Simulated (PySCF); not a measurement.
**Adding and removing an electron: P2**

RHF-CCSD(T); basis P def2-TZVPPD; no relativity; PySCF 2.14. Neutral (RHF): singlet (closed shell), Re = 1.908 Å, ωe = 776 cm⁻¹, De = 4.61 eV.

P₂⁺ (UHF): doublet (π ↑), Re = 1.989 Å, ωe = 680 cm⁻¹, De = 4.66 eV to P⁺ + P. The energies at the minima are -681.80016 hartree for P2 and -681.41775 for P₂⁺.

Problem. Work out the adiabatic ionisation energy, without and with harmonic zero-point energies (1 hartree = 27.2114 eV, 1 eV = 8065.5 cm⁻¹), and the change of the bond length.

Solution. At CCSD(T): 0.38241 hartree = 10.406 eV between the minima; the zero-point term (680.0 − 776.0)/2 cm⁻¹ = -0.006 eV makes it 10.400 eV. Re changes by +8.1 pm against the neutral. The electron leaves a π orbital, and the longer bond of the ion fits a bonding orbital, or a change in how ionic the bond is.

Correlated steps freeze 10 core orbitals. Where the molecule has an RHF reference, its open-shell atoms are computed with UHF. States were picked by a PBE0 search and need not be the measured ground states.

Neutral and ion stand on different kinds of reference determinant, which adds to the error of the difference.
